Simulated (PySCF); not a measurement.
NaCl, SMILES [Na][Cl]. Atoms are numbered in the order given.

```xyz
2

Na     0.0000     0.0000    -1.4405
Cl     0.0000     0.0000     0.9321
```
Charge 0, spin multiplicity 1.

Geometry optimised at PBE-D3(BJ)/def2-TZVPD.

Computed with PBE-D3(BJ)/def2-TZVPD (PySCF).

Frequencies are harmonic and unscaled.

```csv
mode,ν (cm⁻¹),IR (km/mol),moving atoms (share of kinetic energy)
1,352,45.0,"Na 61 %, Cl 39 %"
```
